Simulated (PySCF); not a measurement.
# MgH2S (SMILES [MgH][SH]): B3LYP/6-31G(d) (spherical functions)

What is the vertical singlet–triplet gap of MgH2S at B3LYP/6-31G* (spherical functions)? 

Program for the calculation: PySCF 2.14.0.

## (1) The system as given

The species is MgH2S (4 atoms), meant as a singlet with charge 0. SMILES: `[MgH][SH]`. The shape is that of a PBE0-D4/def2-TZVP optimisation.

Bond lengths: Mg1–S2 2.296 Å, Mg1–H3 1.694 Å, S2–H4 1.345 Å. Angles: Mg1–S2–H4 92.9°, S2–Mg1–H3 179.4°.

## (2) A single-point energy at B3LYP/6-31G(d) (spherical functions)

File mol.xyz:

```xyz
4

Mg    -0.036000    -0.777000     0.271800
S     -0.566100     1.000300    -1.081300
H      0.342700    -2.097900     1.261800
H      0.314900     1.814400    -0.472700
```

File input.py:

```python
from pyscf import gto, dft

mol = gto.Mole()
mol.atom = 'mol.xyz'
mol.verbose = 4
mol.spin = 0
mol.max_memory = 1860
mol.basis = '6-31g*'
mol.build()

ks = dft.RKS(mol)
ks.xc = 'b3lyp'
ks.conv_tol = 1e-10
ks.grids.level = 4
ks.kernel()
if not ks.converged:
    ks = ks.newton().run(ks.mo_coeff, ks.mo_occ)

e_tot = ks.e_tot
print(f'total energy: {e_tot:.8f} hartree')
```

Started as:

```console
$ OMP_NUM_THREADS=1 python input.py
```

What it wrote:

```text
PySCF version 2.14.0

[INPUT] num. atoms = 4
[INPUT] num. electrons = 30
[INPUT] charge = 0
[INPUT] spin (= nelec alpha-beta = 2S) = 0
[INPUT] symmetry False subgroup None
[INPUT] Mole.unit = angstrom
[INPUT] Symbol           X                Y                Z      unit          X                Y                Z       unit  Magmom
[INPUT]  1 Mg    -0.036000000000  -0.777000000000   0.271800000000 AA   -0.068030140484  -1.468317198787   0.513627560657 Bohr   0.0
[INPUT]  2 S     -0.566100000000   1.000300000000  -1.081300000000 AA   -1.069773959116   1.890293042402  -2.043360858492 Bohr   0.0
[INPUT]  3 H      0.342700000000  -2.097900000000   1.261800000000 AA    0.647609142888  -3.964456436725   2.384456423976 Bohr   0.0
[INPUT]  4 H      0.314900000000   1.814400000000  -0.472700000000 AA    0.595074756626   3.428719080411  -0.893273539082 Bohr   0.0

[... 58 lines left out ...]
converged SCF energy = -599.496700787512
total energy: -599.49670079 hartree
```

Run time: 2.9 s. Hardware: 1 thread of Arm Neoverse V1, shared host; peak memory 0.23 GiB.

## (3) The triplet

File calc.py:

```python
from pyscf import gto, dft

system = gto.M(
    atom='''
Mg      -0.036000      -0.777000       0.271800
S       -0.566100       1.000300      -1.081300
H        0.342700      -2.097900       1.261800
H        0.314900       1.814400      -0.472700
''',
    spin=2,
    verbose=4,
    max_memory=1860,
    basis='6-31g*',
)

mf = dft.UKS(system)
mf.xc = 'b3lyp'
mf.conv_tol = 1e-10
mf.grids.level = 4
mf.kernel()
if not mf.converged:
    mf = mf.newton().run(mf.mo_coeff, mf.mo_occ)

etot = mf.e_tot
print(f'total energy: {etot:.8f} hartree')
```

Started as:

```console
$ OMP_NUM_THREADS=1 python calc.py
```

What it wrote:

```text
PySCF version 2.14.0

[INPUT] num. atoms = 4
[INPUT] num. electrons = 30
[INPUT] charge = 0
[INPUT] spin (= nelec alpha-beta = 2S) = 2
[INPUT] symmetry False subgroup None
[INPUT] Mole.unit = angstrom
[INPUT] Symbol           X                Y                Z      unit          X                Y                Z       unit  Magmom
[INPUT]  1 Mg    -0.036000000000  -0.777000000000   0.271800000000 AA   -0.068030140484  -1.468317198787   0.513627560657 Bohr   0.0
[INPUT]  2 S     -0.566100000000   1.000300000000  -1.081300000000 AA   -1.069773959116   1.890293042402  -2.043360858492 Bohr   0.0
[INPUT]  3 H      0.342700000000  -2.097900000000   1.261800000000 AA    0.647609142888  -3.964456436725   2.384456423976 Bohr   0.0
[INPUT]  4 H      0.314900000000   1.814400000000  -0.472700000000 AA    0.595074756626   3.428719080411  -0.893273539082 Bohr   0.0

[... 47 lines left out ...]
[... the frontier-level lines of each cycle are left out ...]
[... 17 lines left out ...]
[... 17 lines left out ...]
[... 17 lines left out ...]
[... 17 lines left out ...]
[... 17 lines left out ...]
[... 17 lines left out ...]
[... 5 lines left out ...]

cycle= 21 E= -599.326985838088  delta_E= -1.05e-09  |g|= 3.32e-05  |ddm|= 0.000347


cycle= 22 E= -599.326985840056  delta_E= -1.97e-09  |g|= 4.75e-06  |ddm|= 0.000355


cycle= 23 E= -599.326985840088  delta_E= -3.25e-11  |g|= 1.52e-06  |ddm|= 2.27e-05


Extra cycle  E= -599.326985840069  delta_E= 1.89e-11  |g|= 4.13e-06  |ddm|= 1.55e-05
converged SCF energy = -599.326985840069  <S^2> = 2.0070982  2S+1 = 3.0047284
total energy: -599.32698584 hartree
```

Wall time 9.3 s (1 thread of Arm Neoverse V1, shared host); peak memory 0.24 GiB.

## (4) Summary of results

At B3LYP/6-31G* (spherical functions):

| quantity | value |
| --- | --- |
| singlet: total energy | -599.49670 Eh |
| singlet: dipole moment | 1.33 D |
| singlet: HOMO energy | -6.73 eV |
| singlet: LUMO energy | -1.06 eV |
| singlet: HOMO–LUMO gap | 5.66 eV |
| triplet: total energy | -599.32699 Eh |
| triplet: dipole moment | 0.96 D |
| triplet: HOMO energy (highest over α and β) | -2.92 eV |
| triplet: ⟨S²⟩ | 2.007 |
| vertical energy of the triplet above the singlet | 4.618 eV |

**Reading.** At this shape the triplet lies 4.62 eV (446 kJ/mol) above the singlet. Mulliken charges (triplet) run from -0.21 on Mg1 to +0.14 on S2; they depend strongly on the basis.
